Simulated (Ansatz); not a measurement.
Working through a ladder of methods at one geometry of C3H5S2, SMILES [CH]1CSCS1

With the Python package of Ansatz (0.2.0).

The cells in order, each with its output:

In [1]:
```python
from pathlib import Path

import ansatz as az
import numpy as np
```

In [2]:
```python
geometry_ang = [
    ("C", (-0.8094, 0.467, 0.9636)),
    ("C", (-1.253, -0.0904, -0.3721)),
    ("S", (0.1915, -0.4126, -1.4349)),
    ("C", (1.4165, -0.2722, -0.093)),
    ("S", (0.6158, -0.4956, 1.5188)),
    ("H", (-0.5181, 1.5344, 0.8578)),
    ("H", (-1.9374, 0.6243, -0.8751)),
    ("H", (-1.7939, -1.0454, -0.2058)),
    ("H", (2.203, -1.0428, -0.2266)),
    ("H", (1.8849, 0.7333, -0.1325)),
]
c3h5s2 = az.Crystal.molecule()
for symbol, xyz in geometry_ang:
    c3h5s2 = c3h5s2.atom(symbol, xyz)
```

In [3]:
```python
setup = c3h5s2.calculation().basis(gaussian="cc-pVDZ").spin("collinear", total=1)
```

In [4]:
```python
print("functional    E (Ha)        dipole (D)   HOMO (eV)  LUMO (eV)")
for name in ["blyp", "lda", "pbe0", "r2scan0", "hf"]:
    rep = setup.functional(name).forces().orbitals().run(runs_dir="runs").report
    lines = Path(rep["orbitals_path"]).read_text().splitlines()
    field_of = lambda key: [line.split("=")[1].strip() for line in lines if line.startswith(key)]
    orbitals = [(27.211386 * float(e), s, float(n)) for e, s, n in zip(field_of("Ene="), field_of("Spin="), field_of("Occup="))]
    homo = max(e for e, _, n in orbitals if n > 0.5)
    lumo = min(e for e, _, n in orbitals if n < 0.5)
    dipole = 4.803205 * np.linalg.norm(rep["charge_distribution"]["dipole_moment_e_ang"])
    print(f"{name:10s} {rep['free_energy_ev'] / 27.211386246:14.6f} {dipole:9.3f} {homo:11.3f} {lumo:10.3f}")
```
```text
functional    E (Ha)        dipole (D)   HOMO (eV)  LUMO (eV)
blyp          -913.558510     0.772      -5.076     -3.879
lda           -909.790252     0.836      -5.340     -4.402
pbe0          -913.224335     0.924      -6.542     -2.804
r2scan0       -913.501407     0.968      -6.714     -2.432
hf            -911.513952     1.037      -9.426      1.938
```

Caveats:
- Total energies depend on the basis set; only differences at equal settings carry meaning.
- The geometry is a force-field or estimated start, not a minimum of this method, and the basis set is short of its limit. A lower total doesn't mark the better method: functionals have no common bound, and MP2 and coupled cluster aren't variational.
- The species is open-shell (spin multiplicity 2).
- Levels such as HOMO and LUMO are orbital energies: with these approximate functionals they aren't the ionisation energy and electron affinity, and their gap isn't the fundamental gap.
- For Al to Cl the sets with a tight d function, cc-pV(X+d)Z, are usual.
- Timing: 42 s on 1 thread of Arm Neoverse V2 (shared host), peak memory 0.43 GiB.
